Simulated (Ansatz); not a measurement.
Run this with the Ansatz DFT code, driven from Python and show what comes out.

`np_cas.py`:
```python
"""Active-space calculation on NP."""

import ansatz as az

GEOMETRY = """
P     0.00000    0.00000    0.00000
N     0.00000    0.00000    1.72000
"""

mol = az.Crystal.molecule()
for line in GEOMETRY.strip().splitlines():
    symbol, *xyz = line.split()
    mol = mol.atom(symbol, [float(v) for v in xyz])

setup = (
    mol.calculation()
    .basis(gaussian="cc-pVDZ")
    .correlation(active_electrons=4, active_orbitals=4)
)
for method in [None, "sc_nevpt2"]:
    r = (setup if method is None else setup.correlation(method)).run().report
    space = r["configurations"]
    state = space["states"][0]
    print(method or "casscf", f"total {r['free_energy_ev'] / 27.211386246:.6f} Ha, active-space state {state['energy']['hartree']:.6f} Ha, mean field {r['reference_energy_ev'] / 27.211386246:.6f} Ha")
    print("  determinants", state["n_determinants"], " natural occupations", [round(n, 3) for n in space["natural_occupations"]])
print("effectively unpaired electrons, sum of min(n, 2 - n):", round(sum(min(n, 2 - n) for n in space["natural_occupations"]), 3))
```

```console
$ python np_cas.py
casscf total -395.194312 Ha, active-space state -395.194312 Ha, mean field -395.074636 Ha
  determinants 36  natural occupations [1.815, 1.815, 0.185, 0.185]
sc_nevpt2 total -395.393970 Ha, active-space state -395.194312 Ha, mean field -395.074636 Ha
  determinants 20  natural occupations [1.815, 1.815, 0.185, 0.185]
effectively unpaired electrons, sum of min(n, 2 - n): 0.741
```

Notes:
- Total energies depend on the basis set; only differences at equal settings carry meaning.
- The geometry is a force-field or estimated start, not a minimum of this method, and the basis set is short of its limit. The active space starts as a window about the frontier orbitals and is then optimised, not chosen by chemistry.
- The spin state was assumed, and another may lie lower.
- Wall time of the script: 1.4 s on 1 thread of Arm Neoverse V1, with other jobs on the host, peak memory 0.13 GiB.
